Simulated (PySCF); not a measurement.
**CF₂: triplet, from a linear start**

The task is one start of a wider search on CF₂: the triplet, from a linear start. It is relaxed, tested by its Hessian and followed downhill if it is a saddle.

Program: PySCF 2.14.0. Level of theory: PBE0, basis C def2-TZVP, F def2-TZVP, no relativity, density fitting. These are calculated values, not measurements.

## 1. The system as given

3 atoms, charge 0, spin multiplicity 3.

Bond lengths: C1–F2 1.390 Å, C1–F3 1.390 Å. Angles: F2–C1–F3 180.0°.

Coordinates in bohr (charge 0 multiplicity 3):
```
C     0.0000    0.0000    0.0000
F     0.0000    0.0000    2.6267
F     0.0000    0.0000   -2.6267
```

## 2. The SCF at the typed geometry

The steps below are one call of a driver around PySCF. For each, scf.py gives the equivalent set-up of the SCF; relaxations use the driver's own optimiser. After this first run the driver tries any further starts and a stability analysis.

File scf.py:

```python
from pyscf import gto, scf, dft
mol = gto.M(atom='''
C      0.000000     0.000000     0.000000
F      0.000000     0.000000     1.390000
F      0.000000     0.000000    -1.390000''',
    basis={'C': 'def2-TZVP', 'F': 'def2-TZVP'},
    charge=0, spin=2)
mf = dft.UKS(mol, xc='PBE0')
mf.grids.atom_grid = (50, 194)
aux = {'C': 'def2-universal-JKFIT', 'F': 'def2-universal-JKFIT'}
mf = mf.density_fit(auxbasis=aux)
mf.conv_tol = 1e-08
mf.diis_space = 10
mf.max_cycle = 60
mf.init_guess = 'minao'
mf.verbose = 4
mf.kernel()
```

Command:

```
> OMP_NUM_THREADS=4 python axn.py task.json out
```

Standard output:

```text
init E= -237.630957665694
[... the frontier-level lines of each cycle are left out ...]
cycle= 1 E= -237.302699315275  delta_E= 0.328  |g|= 0.481  |ddm|=  1.5
cycle= 2 E= -237.037082117664  delta_E= 0.266  |g|= 1.04  |ddm|= 0.763
cycle= 3 E= -237.396410824603  delta_E= -0.359  |g|= 0.0448  |ddm|= 0.416
cycle= 4 E= -237.397139210402  delta_E= -0.000728  |g|= 0.02  |ddm|= 0.0498
cycle= 5 E= -237.397319050259  delta_E= -0.00018  |g|= 0.0018  |ddm|= 0.0317
cycle= 6 E= -237.39732444439  delta_E= -5.39e-06  |g|= 0.000674  |ddm|= 0.00389
cycle= 7 E= -237.397325103118  delta_E= -6.59e-07  |g|= 0.000231  |ddm|= 0.00105
cycle= 8 E= -237.397325213538  delta_E= -1.1e-07  |g|= 5.06e-05  |ddm|= 0.000477
cycle= 9 E= -237.397325216442  delta_E= -2.9e-09  |g|= 9.58e-06  |ddm|= 7.93e-05
Extra cycle  E= -237.397325216419  delta_E= 2.27e-11  |g|= 1.52e-05  |ddm|= 1.15e-05
converged SCF energy = -237.397325216419  <S^2> = 2.0095973  2S+1 = 3.0063914
```

This step, with its further starts and checks, took 5.3 s on 4 threads of Arm Neoverse V2, shared host.

The starts that the driver tried:

```csv
start,energy (Eh)
the minimal-basis guess,-237.397325
a thermally smeared density,-237.397325
a smeared PBE density,-237.397325
```

The test of internal stability and the other starts found no lower solution of this spin.

## 3. Relaxing the triplet from the linear start

The program finds D∞h symmetry in the start, which this walk keeps. Threshold on the gradient: 0.0003 Eh/bohr, with a further test on the energy change.

scf.py, as its differences from that of step 2:

```diff
@@ -15 +14,0 @@
-mf.init_guess = 'minao'
```

The optimiser's trace:

```csv
step,energy (Eh),change (kJ/mol),largest symmetric gradient (Eh/bohr)
0,-237.397325,0.00,0.00719
1,-237.397486,-0.42,0.00153
2,-237.397494,-0.44,0.00005
```

The walk took 1.8 s.

After 2 steps and 0.4 kJ/mol it ends at D∞h: C–F 1.403 Å (×2); F–C–F 180.0°.

## 4. Vibrations and properties at this point

The point is checked on the finer grid, and tightened if its gradient asks for it. The Hessian and the dipole derivatives come from central differences of analytic gradients, with steps of 0.02 bohr.

scf.py, as its differences from that of step 3:

```diff
@@ -3,3 +3,3 @@
-C      0.000000     0.000000     0.000000
-F      0.000000     0.000000     1.390000
-F      0.000000     0.000000    -1.390000''',
+C      0.000000     0.000000    -0.000000
+F     -0.000000    -0.000000     1.402433
+F      0.000000     0.000000    -1.402433''',
@@ -9 +9 @@
-mf.grids.atom_grid = (50, 194)
+mf.grids.atom_grid = (75, 302)
@@ -12 +12 @@
-mf.conv_tol = 1e-08
+mf.conv_tol = 1e-10
```

This SCF starts from the last density.

Log of the central SCF (cycles and frontier levels):

```text
init E= -237.397497645103
[... the frontier-level lines of each cycle are left out ...]
cycle= 1 E= -237.397497645104  delta_E= -4.55e-13  |g|= 7.99e-07  |ddm|= 6.66e-07
Extra cycle  E= -237.397497645103  delta_E= 7.96e-13  |g|= 1.47e-06  |ddm|= 9.24e-07
converged SCF energy = -237.397497645103  <S^2> = 2.0097873  2S+1 = 3.0065178
```

The whole step took 45 s.

Geometry: D∞h; C–F 1.402 Å (×2); F–C–F 180.0°.

Wavenumbers (cm⁻¹): 1409i, 1409i, 173, 640. These are not to be trusted: the point is only loosely found or the SCF state changes between the displacements.

## 5. Downhill along the imaginary mode

The start is the last point, displaced along its most imaginary mode.

The program finds C2v symmetry in the start, which this walk keeps. The walk stops when the largest gradient is under 0.0003 Eh/bohr and the energy has settled too.

scf.py, as its differences from that of step 4:

```diff
@@ -3,3 +3,3 @@
-C      0.000000     0.000000    -0.000000
-F     -0.000000    -0.000000     1.402433
-F      0.000000     0.000000    -1.402433''',
+C      0.108316     0.051649    -0.000000
+F     -0.034208    -0.016312     1.402433
+F     -0.034208    -0.016312    -1.402433''',
@@ -9 +9 @@
-mf.grids.atom_grid = (75, 302)
+mf.grids.atom_grid = (50, 194)
@@ -12 +12 @@
-mf.conv_tol = 1e-10
+mf.conv_tol = 1e-08
```

Energy and gradient, step by step:

```csv
step,energy (Eh),change (kJ/mol),largest symmetric gradient (Eh/bohr)
0,-237.415573,0.00,0.07168
1,-237.460299,-117.43,0.07272
2,-237.490596,-196.97,0.02625
3,-237.490597,-196.98,0.02629
4,-237.491805,-200.15,0.00210
5,-237.491817,-200.18,0.00037
6,-237.491817,-200.18,0.00002
```

The walk took 5.4 s.

Positions (Å) and forces (eV/Å) along the way:

```
step 0
C    0.108   0.052   0.000   3.683   1.763   0.000
F   -0.034  -0.016   1.402  -1.842  -0.881  -1.965
F   -0.034  -0.016  -1.402  -1.842  -0.881   1.965
step 1
C    0.299   0.143   0.000   0.169   0.077   0.000
F   -0.130  -0.062   1.333  -0.085  -0.038  -3.740
F   -0.130  -0.062  -1.333  -0.085  -0.039   3.739
step 3
C    0.393   0.187   0.000   1.353   0.641   0.000
F   -0.176  -0.084   1.119  -0.677  -0.321   1.067
F   -0.176  -0.084  -1.119  -0.677  -0.321  -1.067
step 6
C    0.410   0.196   0.000   0.002  -0.002   0.000
F   -0.185  -0.088   1.130  -0.001   0.001   0.001
F   -0.185  -0.088  -1.130  -0.001   0.001  -0.001
```

It settles in C2v symmetry, 200.2 kJ/mol below the start, after 6 steps: C–F 1.309 Å (×2); F–C–F 119.5°.

## 6. Hessian and properties

The same treatment as at the point before.

scf.py, as its differences from that of step 5:

```diff
@@ -3,3 +3,3 @@
-C      0.108316     0.051649    -0.000000
-F     -0.034208    -0.016312     1.402433
-F     -0.034208    -0.016312    -1.402433''',
+C      0.452342     0.215695    -0.000000
+F     -0.142857    -0.068120     1.130298
+F     -0.142857    -0.068120    -1.130298''',
@@ -9 +9 @@
-mf.grids.atom_grid = (50, 194)
+mf.grids.atom_grid = (75, 302)
@@ -12 +12 @@
-mf.conv_tol = 1e-08
+mf.conv_tol = 1e-10
```

SCF at the final geometry:

```text
init E= -237.491810450478
[... the frontier-level lines of each cycle are left out ...]
cycle= 1 E= -237.491810450476  delta_E= 1.76e-12  |g|= 3.23e-07  |ddm|= 3.54e-07
Extra cycle  E= -237.491810450478  delta_E= -1.93e-12  |g|= 5.05e-07  |ddm|= 3.5e-07
converged SCF energy = -237.491810450478  <S^2> = 2.0037807  2S+1 = 3.0025194
```

The whole step took 11 s on 4 threads of Arm Neoverse V2, shared host.

Geometry: C2v; C–F 1.309 Å (×2); F–C–F 119.5°.

Modes, for the most abundant isotopes:

| symmetry | ω (cm⁻¹) | IR (km/mol) | μ (u) |
| --- | --- | --- | --- |
| a1 | 521 | 6.9 | 16.81 |
| a1 | 1175 | 55.1 | 14.47 |
| b2 | 1358 | 300 | 13.48 |

All wavenumbers are real: a minimum.

Properties at this point:

```
Dipole moment                                                   : 0.35 D
Highest occupied level                                          : -6.14 eV
Lowest empty level                                              : -3.63 eV
Rotational constants                                            : 4.251, 0.3473, 0.321 cm⁻¹
Zero-point energy                                               : 18.3 kJ/mol
Principal polarisabilities                                      : 10.5, 12.1, 16.0 bohr³
Atomisation energy without zero-point energy                    : 877 kJ/mol
Principal traceless quadrupole moments about the centre of mass : -1.15, 0.23, 0.92 D Å
Entropy at 298.15 K and 1 bar (electronic part: spin only)      : 250.7 J/(mol K)
Heat capacity Cp at 298.15 K                                    : 39.7 J/(mol K)
Enthalpy at 298.15 K above 0 K                                  : 10.54 kJ/mol
Rotational symmetry number                                      : 2
Spin squared ⟨S²⟩                                               : 2.004
```

Populations by atom (charges in e):

```tsv
atom	Mulliken	Löwdin	polar tensor	spin (Mulliken)	Mayer order to C1
C1	0.24	-0.42	0.82	1.76	–
F2,3	-0.12	0.21	-0.41	0.12	1.14
```

Mulliken populations on C1: s 3.22, p 2.35, d 0.17, f 0.03.

## 7. Outcome

```
                                          quantity                           value
                                           minimum                    triplet, C2v
                                          geometry  C–F 1.309 Å (×2); F–C–F 119.5°
                                wavenumbers (cm⁻¹)  521 (a1), 1175 (a1), 1358 (b2)
                                     dipole moment                          0.35 D
highest occupied, lowest empty level (either spin)                 -6.14, -3.63 eV
                         polar-tensor charge of C1                         +0.82 e
                                 zero-point energy                     18.3 kJ/mol
                               entropy at 298.15 K                 250.7 J/(mol K)
         atomisation energy (no zero-point energy)                      877 kJ/mol
                                              ⟨S²⟩                           2.004
```

What this shows: The linear start (D∞h) ends in a minimum of C2v symmetry. The strongest infrared band lies at 1358 cm⁻¹ (b2). Most of the spin sits on C1 (Mulliken spin 1.76, against 2 for the whole molecule). Other starts or spin states, not run here, may lie lower.

The search up to here took 69 s.
